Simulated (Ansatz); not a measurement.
Energy needed to pull apart Si₂HCl, closed shell, into free ground-state atoms, from the structure below (displaced at random from a GFN2-xTB minimum); no zero-point or spin–orbit terms; open-shell atoms are treated unrestricted, in their ground-state multiplicity.

Si1  (-0.616, 0.119, -0.771)
Si2  (0.569, -1.365, 0.382)
Cl3  (1.462, 0.090, 1.708)
H4  (-1.335, 1.242, -1.251)
(Å)

Program: Ansatz 0.2.0. Basis: def2-TZVPP. Cores are frozen in the correlated methods.

| method | atomization energy (eV) |
| --- | --- |
| PBE-D4 | 9.52 |
| r2SCAN-D4 | ? |
| PBE0-D4 | 9.12 |
| HSE06-D4 | ? |
| BHLYP-D4 | 8.63 |
| wB97M-V | 9.23 |
| HF | 5.37 |
| MP2 | 8.74 |
| CCSD | 8.29 |
| CCSD(T) | 8.66 |

(1) What does HSE06-D4 give? (An estimate is asked for; the value comes from the calculation.)

(2) What does r2SCAN-D4 give? (An estimate is asked for; the value comes from the calculation.)

T1 diagnostic: at most 0.023. The restricted Hartree–Fock reference is unstable towards an unrestricted one here.

## Answers

(1) Computed: 9.15 eV, which is about 0.48 eV more than CCSD(T)/def2-TZVPP.

(2) By the calculation: 9.22 eV, which is about 0.56 eV more than CCSD(T)/def2-TZVPP.

In triple zeta the MP2 and coupled-cluster atomization energies are still short of their basis limit by a few kcal/mol a bond, whereas those of the functionals are nearly converged, so these differences are not deviations from converged CCSD(T).

For scale, one of the runs: CCSD(T)/def2-TZVPP forces, 140 basis functions (an equivalent command: `ansatz run in.yaml --threads 4`). Hardware: 4 CPU threads, shared host. Wall time 26 s; peak host memory 1.2 GiB.
